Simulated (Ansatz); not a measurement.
A made-up structure of CH$_{2}$NSi (charge +1), closed shell:

```
5
angstrom
N 0.9495 -1.3400 1.5613
C 0.4650 -0.6559 0.7642
Si -0.2802 0.3954 -0.4607
H 0.0804 -0.7589 1.7466
H 0.2959 1.7329 -0.6571
```

It is relaxed with PBE-D4/def2-SVP and then PBE0-D4/def2-TZVP (Ansatz 0.2.0). Atoms count as bonded within 1.22 times the sum of their covalent radii (H–H: 0.88 Å). The end point is not checked to be a true minimum.

(1) Does its bonding change? (Judge from chemistry; the calculation decides.)

## Answers

(1) The calculation gives: Yes. Formed: none; broken: C2–H4.

Where it ends: The first stage lowers the energy by 4.44 eV in 17 steps. It ends as CH₂NSi ([NH][C][SiH]), total charge +1:
N1  (0.431, -0.993, 1.550)
C2  (0.159, -0.314, 0.669)
Si3  (-0.518, 0.726, -0.880)
H4  (0.687, -1.581, 2.329)
H5  (0.752, 1.536, -0.713)
(Å)

Labels in which every atom is bracketed show which atoms are joined, not bond orders.

For scale, one of the runs: PBE0-D4/def2-TZVP relaxation, 111 basis functions, launched by `ansatz run in.yaml --threads 2 --pin off --events-out ev --progress --plain --max-ram 4352MiB`. Hardware: 2 CPU threads of an Arm Neoverse V1, shared host. Wall time about 12 s.
